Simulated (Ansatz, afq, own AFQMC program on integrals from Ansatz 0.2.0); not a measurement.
# NaH2− (singlet): quantum Monte Carlo beside coupled cluster at distance Na1–H2 = 1.661 Å, aug-cc-pVDZ

One table from this session's results is given with a row withheld; the runs are named, their logs left out.

The runs use Ansatz 0.2.0, Gaussian basis, and an in-house AFQMC program (afq) on its integrals; all values are calculated; aug-cc-pVDZ, frozen cores.

The runs, in order: Full CI; PBE (unrestricted); r2SCAN (unrestricted); PBE0 (unrestricted); B3LYP (unrestricted); CCSD(T) on RHF; wB97M-V (unrestricted); B2PLYP (unrestricted); Full CI; CCSDT(Q) on RHF; Phaseless AFQMC, CISD trial on RHF; Free-projection AFQMC, CISD trial on RHF; UHF.

## The system

The geometry derives from a PBE0/def2-TZVPD stationary point (not a proven minimum). One bond is set to the value named and the two fragments are kept rigid.

3 atoms, charge -1, spin multiplicity 1.

Atoms are counted from 1 here; the program's logs count them from 0.

Bond lengths: Na1–H2 1.661 Å, Na1–H3 2.066 Å. Angles: H2–Na1–H3 180.0°.

The first run:

File in.yaml:

```yaml
crystal:
  periodic: [false, false, false]
  atoms:
    - {symbol: Na, position_ang: [0.000000, 0.000000, -0.134920]}
    - {symbol: H, position_ang: [0.000000, 0.000000, -1.795920]}
    - {symbol: H, position_ang: [0.000000, 0.000000, 1.930840]}
basis:
  gaussian: {orbitals: aug-cc-pVDZ}
total_charge: -1
correlation: {method: fci, electrons: outside_noble_gas}
```

The run is started by

```console
$ ansatz run in.yaml --threads 1 --pin off --events-out ev --progress --plain --max-ram 24576MiB --backend cuda --devices 0, --max-vram 18GiB
```

Steps of the session up to this table: Full CI; PBE (unrestricted); r2SCAN (unrestricted); PBE0 (unrestricted); B3LYP (unrestricted); CCSD(T) on RHF; wB97M-V (unrestricted); B2PLYP (unrestricted); CCSDT(Q) on RHF; Phaseless AFQMC, CISD trial on RHF; Free-projection AFQMC, CISD trial on RHF (settings varied); UHF.

One of the session's tables, all rows but one given; the rest of the session is left out.

It belongs to the step «AFQMC on the ladder». On the RHF determinant, counted from full CI (exact for this spin and basis):

| level | from full CI (kJ/mol) |
| --- | --- |
| HF | +184.5 |
| MP2 | ? |
| CCSD | +0.9 |
| CCSD(T) | +0.3 |
| CCSDT(Q) | 0.0 |
| full CI | 0.0 |
| Phaseless AFQMC, CISD trial, step 0.005, 4000 walkers | 0.0 |
| Free-projection AFQMC, CISD trial, step 0.01, 20 walkers | +0.4 |

**Question.** Estimate the row for MP2.

As computed: from full CI (kJ/mol): +52.8. In the column «from full CI (kJ/mol)» it lies between CCSD (+0.9) and HF (+184.5).

Caveats from the session: On RHF the phaseless walk with the CISD trial lies 0.0 kJ/mol from full CI, within three error bars. The anion's highest level is positive in at least one run, so there the basis alone may hold the extra electron.
